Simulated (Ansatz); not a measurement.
**CCSD(T) against full CI for several species**

Each species is computed at the geometry given (Å), with frozen cores, in Ansatz 0.2.0: RHF-CCSD(T) for singlets, UHF-CCSD(T) otherwise, and full CI in the same basis. The program picks the determinant by trial CCSD, so it needn't be the lowest Hartree–Fock solution. States: AlH2⁺ A', AlGa Σ⁺ or Δ, HNAl⁺ A''. Cases whose determinant has another symmetry than full CI's state, or whose (Q) step broke down, weren't drawn. No relativity is included.

Q: Judging by size, spin and bonding, rank them by the size of CCSD(T)'s error in total energy against full CI in the same basis, smallest first (an estimate).
A. AlH2⁺, triplet, cc-pVTZ: Al 0.000 -0.039 -0.166; H 0.000 1.985 3.138; H 0.000 -0.939 1.303
B. HNAl⁺, triplet, 6-31G: Al 0.000 0.033 0.637; N 0.000 -0.107 -1.095; H 0.000 0.607 -1.818
C. AlGa, singlet, cc-pVDZ: Al 0.000 0.000 0.000; Ga 0.000 0.000 3.667

A: A (5.9 meV), B (29.7 meV), C (58.6 meV).

```json
{"species": "AlH2⁺, triplet", "basis": "cc-pVTZ", "correlated electrons": "4", "CCSD(T) − full CI (meV)": "5.9", "CCSDT(Q) − full CI (meV)": "-1.3", "unpaired electrons (full CI)": "2.03", "T1": "0.023", "⟨S²⟩ of the determinant": "2.05"}
{"species": "HNAl⁺, triplet", "basis": "6-31G", "correlated electrons": "8", "CCSD(T) − full CI (meV)": "29.7", "CCSDT(Q) − full CI (meV)": "-3.1", "unpaired electrons (full CI)": "2.06", "T1": "0.033", "⟨S²⟩ of the determinant": "2.07"}
{"species": "AlGa, singlet", "basis": "cc-pVDZ", "correlated electrons": "6", "CCSD(T) − full CI (meV)": "58.6", "CCSDT(Q) − full CI (meV)": "5.3", "unpaired electrons (full CI)": "0.49", "T1": "0.022", "⟨S²⟩ of the determinant": "0.00"}
```

Unpaired electrons are Σ n²(2−n)² over natural occupations; an open shell counts its own unpaired electrons too. Frozen cores follow each run's orbitals, which moves totals by a few meV.
